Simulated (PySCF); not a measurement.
# Partial charges of `CC(F)=C1C=C1`

Compound: C₅H₅F.
Structure used (GFN2-xTB), in Å, numbered top down from 1:
```xyz
11
C5H5F angstrom
C     -1.759    0.318    0.193
C     -0.567   -0.572    0.067
F     -0.884   -1.913    0.115
C      0.685   -0.226   -0.076
C      2.107   -0.509   -0.235
C      1.747    0.759   -0.205
H     -1.448    1.357    0.148
H     -2.464    0.118   -0.614
H     -2.269    0.135    1.138
H      2.859   -1.254   -0.314
H      1.999    1.790   -0.243
```

Density: PBE0/pcSseg-1 (PySCF); schemes: Mulliken, IAO, Hirshfeld and ESP-fitted. Isolated species at its GFN2-xTB geometry, gas phase.

Problem. Tabulate the Mulliken, IAO, Hirshfeld and ESP-fitted charges.

Solution. In e:

```json
{"atom": "C1", "environment": "allylic carbon", "Mulliken": "-0.230", "IAO": "-0.435", "Hirshfeld": "-0.128", "ESP-fitted": "-0.549"}
{"atom": "C2", "environment": "vinylic C–F carbon", "Mulliken": "+0.150", "IAO": "+0.186", "Hirshfeld": "+0.028", "ESP-fitted": "+0.172"}
{"atom": "F3", "environment": "vinyl fluorine", "Mulliken": "-0.319", "IAO": "-0.308", "Hirshfeld": "-0.128", "ESP-fitted": "-0.205"}
{"atom": "C4", "environment": "fully substituted alkene carbon", "Mulliken": "-0.035", "IAO": "-0.048", "Hirshfeld": "-0.055", "ESP-fitted": "-0.007"}
{"atom": "C5", "environment": "alkene CH carbon", "Mulliken": "-0.038", "IAO": "-0.109", "Hirshfeld": "-0.012", "ESP-fitted": "-0.214"}
{"atom": "C6", "environment": "alkene CH carbon", "Mulliken": "-0.074", "IAO": "-0.116", "Hirshfeld": "-0.015", "ESP-fitted": "-0.140"}
{"atom": "H7", "environment": "methyl hydrogen", "Mulliken": "+0.120", "IAO": "+0.153", "Hirshfeld": "+0.047", "ESP-fitted": "+0.160"}
{"atom": "H8", "environment": "methyl hydrogen", "Mulliken": "+0.127", "IAO": "+0.152", "Hirshfeld": "+0.043", "ESP-fitted": "+0.170"}
{"atom": "H9", "environment": "methyl hydrogen", "Mulliken": "+0.127", "IAO": "+0.152", "Hirshfeld": "+0.043", "ESP-fitted": "+0.171"}
{"atom": "H10", "environment": "vinylic hydrogen", "Mulliken": "+0.088", "IAO": "+0.189", "Hirshfeld": "+0.089", "ESP-fitted": "+0.235"}
{"atom": "H11", "environment": "vinylic hydrogen", "Mulliken": "+0.085", "IAO": "+0.184", "Hirshfeld": "+0.086", "ESP-fitted": "+0.206"}
```

Mean size of the charges over all atoms: ESP-fitted 0.203 e, IAO 0.185 e, Mulliken 0.127 e, Hirshfeld 0.061 e. Each set sums to the total charge, 0, to within 0.001 e. The ESP scheme fits charges at the nuclei, held to the total charge, to the electrostatic potential on points at 1.4 to 2.0 times the van der Waals radii. The Hirshfeld scheme weights the molecular density at each point by an atom's share of the summed free-atom densities.

Lowest charge. The schemes don't all agree: Mulliken F3 (-0.319); IAO C1 (-0.435); Hirshfeld C1 and F3 (-0.128); ESP-fitted C1 (-0.549).

Highest charge. The schemes don't all agree: Mulliken C2 (+0.150); IAO H10 (+0.189); Hirshfeld H10 (+0.089); ESP-fitted H10 (+0.235).

Problem. How closely do the schemes follow one another over all atoms?

Solution. Correlation coefficient and root-mean-square difference: IAO with ESP-fitted 0.97, 0.061 e; Mulliken with IAO 0.95, 0.081 e; IAO with Hirshfeld 0.95, 0.143 e; Mulliken with Hirshfeld 0.92, 0.088 e; Hirshfeld with ESP-fitted 0.88, 0.177 e; Mulliken with ESP-fitted 0.86, 0.132 e.

Problem. How many electrons does the Hirshfeld scheme count on C1?

Solution. Z − q = 6 − (-0.128) = 6.128.
